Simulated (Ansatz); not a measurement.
Molecule (SMILES): O (H2O).
Geometry (B3LYP-D3(BJ)/def2-TZVP, fixed):
```
O
H 1 0.9627
H 1 0.9627 2 105.24
```
Charge 0, spin multiplicity 1.

Basis-set convergence of the dipole moment at PBE with Ansatz (a quantum-chemistry and plane-wave program). Dipoles come from the density behind the forces; the sign is taken along the dipole that this method gives in the largest set. All functions are spherical. The program fits the integrals of some runs and decomposes those of others, by size. No added dispersion term, no relativity. Reference: the value in aug-pcseg-3, 1.787 D. Deviations are taken from unrounded values.

```json
[
 {"basis": "pcseg-0", "functions": "13", "dipole moment (D)": "2.330", "minus reference (D)": "0.543"},
 {"basis": "pcseg-1", "functions": "24", "dipole moment (D)": "1.998", "minus reference (D)": "0.211"},
 {"basis": "aug-pcseg-1", "functions": "41", "dipole moment (D)": "1.777", "minus reference (D)": "-0.010"},
 {"basis": "pcseg-2", "functions": "58", "dipole moment (D)": "1.944", "minus reference (D)": "0.158"},
 {"basis": "aug-pcseg-2", "functions": "92", "dipole moment (D)": "1.793", "minus reference (D)": "0.006"},
 {"basis": "pcseg-3", "functions": "126", "dipole moment (D)": "1.818", "minus reference (D)": "0.031"},
 {"basis": "aug-pcseg-3", "functions": "183", "dipole moment (D)": "1.787", "minus reference (D)": "0.000"},
 {"basis": "pcseg-4", "functions": "223", "dipole moment (D)": "1.795", "minus reference (D)": "0.008"}
]
```

The smallest set listed that lies within 0.1 D of the reference with all its larger relatives (same family, alike in diffuse functions; a set with none counts only in the reference's own line) is aug-pcseg-1 (41 functions, -0.010 D off).
